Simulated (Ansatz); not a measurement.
Compare A (`C=CCO`) with its isomer B (`C=C(C)O`).

Calculated with Ansatz (gas phase, PBE0-D4/def2-TZVP geometries, no zero-point term in ΔE). CCSD(T)/CBS adds triple-zeta CCSD(T) − MP2 to the extrapolated MP2 energy (def2 sets, frozen cores). Functionals use def2-TZVPP. B3LYP here is the variant with VWN-RPA as its local correlation; programs differ in this. One conformer a species, not always the lowest.

A:

```xyz
10

C     1.542    0.165    0.102
C     0.404   -0.514    0.056
C    -0.937    0.081    0.329
O    -1.824   -0.084   -0.761
H     1.557    1.220    0.362
H     2.497   -0.303   -0.108
H     0.406   -1.568   -0.214
H    -0.827    1.139    0.603
H    -1.414   -0.429    1.171
H    -1.404    0.294   -1.539
```

B:

Z-matrix (Å, degrees):
```
C
C 1 1.487
H 1 1.093 2 110.2
H 1 1.093 2 110.1 3 118.1
H 1 1.088 2 111.0 3 -121.0
O 2 1.359 1 110.9 3 -59.0
C 2 1.331 1 125.2 3 121.0
H 6 0.962 2 109.0 1 -180.0
H 7 1.085 2 121.8 1 180.0
H 7 1.080 2 120.4 1 -0.1
```

Task: Which is lower in electronic energy at CCSD(T)/CBS, and by how much? (Best estimate.)

Result: The calculation gave: B, by 39.9 kJ/mol.

Task: Give E(B) − E(A) in kJ/mol with B2PLYP, r2SCAN-D4, HF/def2-TZVPP, B3LYP, CCSD/def2-TZVPP, MP2/def2-TZVPP, BLYP-D4. (Estimate.)

Result: Computed: B2PLYP -43.2, r2SCAN-D4 -51.2, HF/def2-TZVPP -37.4, B3LYP -43.3, CCSD/def2-TZVPP -39.2, MP2/def2-TZVPP -43.9, BLYP-D4 -44.1. None reverses the order clearly.

Task: Does the order hold for the free energy at 298.15 K (harmonic terms from PBE0-D4)? (Best estimate.)

Result: Ansatz gave: Yes: G(B) − G(A) = -40.4 kJ/mol, for one conformer each.

Largest T1 diagnostic: 0.012.

Leaving LDA and LC-ωPBE aside and taking each functional with its dispersion term where it has one, the values, not all of them listed here, spread over 8.4 kJ/mol, from r2SCAN-D4 to BHLYP-D4. LDA lies −8.8 kJ/mol from PBE without D4. At CCSD(T), def2-SVP lies −4.5 kJ/mol from the extrapolated value and def2-TZVPP −0.3 kJ/mol.
